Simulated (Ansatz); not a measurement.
C2H3NO2 can be A, `O=C=NCO`, or B, `N=C=C(O)O`.

Gas-phase electronic energies from Ansatz, PBE0-D4/def2-TZVP geometries. CCSD(T)/CBS adds triple-zeta CCSD(T) − MP2 to the extrapolated MP2 energy (def2 sets, frozen cores). Functionals use def2-TZVPP. Each species was taken in one conformer, which may not be the lowest.

A:

```xyz
8

O    -0.660    2.212    1.574
C    -0.689    1.251    0.918
N    -0.839    0.294    0.205
C     0.017   -0.779   -0.229
O     1.293   -0.360   -0.601
H     0.153   -1.487    0.591
H    -0.501   -1.287   -1.047
H     1.227    0.154   -1.411
```

B:

```xyz
8

N    -0.1866    1.7956   -1.0159
C     0.0081    0.6973   -0.4950
C     0.1396   -0.3943    0.2201
O     1.3531   -0.8380    0.6211
O    -0.8856   -1.2560    0.5036
H    -0.0355    1.7968   -2.0288
H     1.3015   -1.0489    1.5614
H    -1.6946   -0.7525    0.6334
```

Problem. Which isomer does CCSD(T)/CBS put lower? Give the gap. (Best estimate.)

Solution. The calculation gave: A, by 43.4 kcal/mol.

Problem. Give E(B) − E(A) in kcal/mol with PBE-D4, CCSD/def2-TZVPP, PBE0-D4, CCSD(T)/def2-SVP, ωB97M-V, MP2/def2-TZVPP, r2SCAN-D4. (Best estimate.)

Solution. Ansatz gave: PBE-D4 43.1, CCSD/def2-TZVPP 44.2, PBE0-D4 44.2, CCSD(T)/def2-SVP 48.3, ωB97M-V 43.6, MP2/def2-TZVPP 48.8, r2SCAN-D4 45.3. None reverses the order clearly.

Problem. Does the order hold for the free energy at 298.15 K (harmonic terms from PBE0-D4)? (Estimate.)

Solution. Computed: Yes: G(B) − G(A) = +42.3 kcal/mol, for one conformer each. Modes under 60 cm⁻¹, often nearly free rotors, make the harmonic entropy too high.

Largest T1 diagnostic: 0.015.

At CCSD(T), def2-SVP lies +5.0 kcal/mol from the extrapolated value and def2-TZVPP +1.0 kcal/mol. From BLYP to BHLYP (50 % exact exchange), in def2-TZVPP and without D4, E(B) − E(A) moves by +2.1 kcal/mol.
